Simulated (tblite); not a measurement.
C₃H₄N (doublet state).
Structure used (GFN2-xTB), in Å, numbered top down from 1:
```xyz
8
C3H4N angstrom
C     -1.1733   -0.3505   -0.0107
C     -0.1432    0.4715   -0.1402
C      1.2467    0.0517    0.0913
N      2.2559    0.7396   -0.0077
H     -2.1823   -0.0172   -0.1873
H     -1.0537   -1.3835    0.2742
H     -0.2652    1.5061   -0.4253
H      1.3241   -1.0082    0.3812
```

Computed with GFN2-xTB (tblite): harmonic, unscaled wavenumbers at the GFN2-xTB geometry, gas phase. Errors from tens to a few hundred cm⁻¹ against measured bands are possible. One conformer, not necessarily the lowest. Open shells enter through the occupations alone, without spin polarisation, and single modes of such species can be off by tens of per cent.

Harmonic wavenumbers (cm⁻¹): 121.8, 316.0, 481.4, 559.5, 825.3, 896.3, 905.6, 1004.5, 1055.9, 1168.1, 1251.9, 1394.8, 1655.0, 1787.4, 2765.3, 3086.3, 3095.5, 3124.5.

A = 50536, B = 4826, C = 4405 MHz; mass 54.034 u (most abundant isotopes); point group Cs, symmetry number 1; spin multiplicity 2.

Zero-point energy?

½Σν̃ = 12748 cm⁻¹ = 36.45 kcal/mol.

What is S at 400 K and 1 bar for an ideal gas of classical rigid rotors and harmonic oscillators?

Translation 39.37, rotation 24.09, vibration 9.51, spin (R ln 2) 1.38: S = 74.3 cal/(mol K).

And Cp and H(400 K) − H(0)?

Cp = 20.53 cal/(mol K), of which vibrations give 12.58 (their classical limit is 18 R = 35.8); H(400 K) − H(0) = 5.41 kcal/mol without the zero-point energy, 2.23 from vibrations.

Blend soft modes into free rotors: weight 1/[1 + (100 cm⁻¹/ν̃)⁴] for the oscillator and the rest for a rotor with moment μB/(μ + B), μ = h/(8π²ν), B = 10⁻⁴⁴ kg m². What vibrational entropy results?

9.30 cal/(mol K) in place of 9.51, which changes −T·S at 400 K by +0.09 kcal/mol.

How do the functions run with temperature in this model?

```csv
T (K),S (cal/(mol K)),Cp (cal/(mol K)),H − H(0) (kcal/mol),G − H(0) (kcal/mol),ln q(vib)
50,48.6,8.7,0.41,-2.02,0.03
100,55.1,10.1,0.88,-4.63,0.20
298.15,68.9,16.8,3.50,-17.03,1.30
373.15,73.0,19.6,4.87,-22.35,1.79
500,79.3,23.7,7.62,-32.02,2.70
750,90.0,29.4,14.31,-53.23,4.57
1000,99.1,33.2,22.17,-76.90,6.40
```

q(vib) and H(0) count from the zero-point level.

What must be added to the electronic energy to get the Gibbs energy at 400 K and 1 bar?

ZPE + [H(400 K) − H(0)] − T·S = 36.45 + 5.41 − 29.74 = 12.12 kcal/mol.

Which modes carry the vibrational entropy at 400 K?

121.8 cm⁻¹: 3.64; 316.0 cm⁻¹: 1.84; 481.4 cm⁻¹: 1.13; 559.5 cm⁻¹: 0.90; 825.3 cm⁻¹: 0.42; 896.3 cm⁻¹: 0.35 cal/(mol K); the other 12 give 1.23 together.

Hindered rotation and anharmonicity are outside this model. Other conformers, if any are populated, would add a mixing term that is left out.
